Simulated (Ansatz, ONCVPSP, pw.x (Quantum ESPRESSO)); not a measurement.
## promethium: one change to the ONCV potential, in the atom and in the sc crystal

promethium, optimised norm-conserving Vanderbilt (ONCV), made with ONCVPSP 4.0.1.1 (patched build) (LDA (Perdew-Wang 92), scalar-relativistic). Core [Kr] 4d10, reference 4f4.5 5s2 5p6 5d0.5 6s2. Waves: 5s+6s: rc 2.20 bohr, ncon 4, nbas 8, qcut 6.1 1/bohr, 3 projectors, debl 0.3 Ha; 5p: rc 2.20 bohr, ncon 4, nbas 8, qcut 7.2 1/bohr, 1 projector; 5d: rc 4.00 bohr, ncon 3, nbas 8, qcut 4 1/bohr, 1 projector; 4f: rc 1.60 bohr, ncon 4, nbas 9, qcut 11.8 1/bohr, 1 projector. Local part: polynomial inside 1.40 bohr (lpopt 3, dvloc0 0 Ha). Core correction: Teter function, fcfact 1.75, rcfact 1.25.

Change: d: qcut 3.2.

Cutoffs, loose and tight: the cutoffs (Ha) at which the residual kinetic energy of the hardest occupied pseudo-wave falls to 1 and 0.1 mHa per electron. They do not see the model core or the augmentation charge, which bear on the density cutoff. Test errors are all-electron minus pseudo excitation energies from the reference, over the configurations 4f5 5s2 5p6 5d0 6s2; 4f5 5s2 5p6 5d0 6s1; 4f5 5s2 5p6 5d0 6s0; 4f3 5s2 5p6 5d0 6s0; variants that change the core or the reference have their own tests.

Crystal test: sc Pm in pw.x 7.5, no spin, 13³ k-points, Fermi–Dirac smearing 0.01 Ry, cutoffs set for each file from its atomic test. The reference is all-electron LAPW (Ansatz 0.2.0) with the same functional, mesh and smearing; V0 and B0 come from Birch–Murnaghan fits to the pressures at five volumes. Errors are pseudo minus all-electron; Δ is the rms difference of the E(V) curves that follow from these fits, minima aligned, over ±6 % about the mean V0. Mesh and smearing are coarse, so the numbers serve the comparison and aren't converged zero-temperature values; the lattice is a test structure that the element need not adopt. Spin polarisation and strong correlation are left out, which matters for this element.

All-electron: a0 = 2.518 Å (V0 = 15.97 Å³/atom), B0 = 171.4 GPa.

**Question.** Does the change bring the crystal closer to the all-electron result?

**Answer.** The mean pressure error goes from -17.56 to -46.58 GPa, so the change moves the solid further from the all-electron pressures. Neither pressure curve crosses zero within the volumes sampled, so no fits are given.

| quantity | base | changed |
| --- | --- | --- |
| outcome (atom) | generated | generated |
| cutoff, loose (atom) | 55 Ha | 55 Ha |
| cutoff, tight (atom) | 60 Ha | 60 Ha |
| bound ghosts (atom) | none | none |
| largest test error (meV) (atom) | tests left out (the all-electron energies of this program are off by 10 to 40 meV for near-neutral 4f atoms) | tests left out (the all-electron energies of this program are off by 10 to 40 meV for near-neutral 4f atoms) |
| cutoffs in pw.x (Ry) | 140/560 | 140/560 |
| mean pressure error (GPa) | -17.56 | -46.58 |

Base: The largest radius (4.00 bohr) exceeds half the bond length (2.38 bohr), so the spheres overlap, which is one possible source of error among others. This is a poor potential for the solid. Atomic configuration tests: tests left out (the all-electron energies of this program are off by 10 to 40 meV for near-neutral 4f atoms). Changed file: The largest radius (4.00 bohr) exceeds half the bond length (2.38 bohr), so the spheres overlap, which is one possible source of error among others. This is a poor potential for the solid. The pseudo pressure rises with volume over the whole range, a mechanical instability. Atomic configuration tests: tests left out (the all-electron energies of this program are off by 10 to 40 meV for near-neutral 4f atoms).
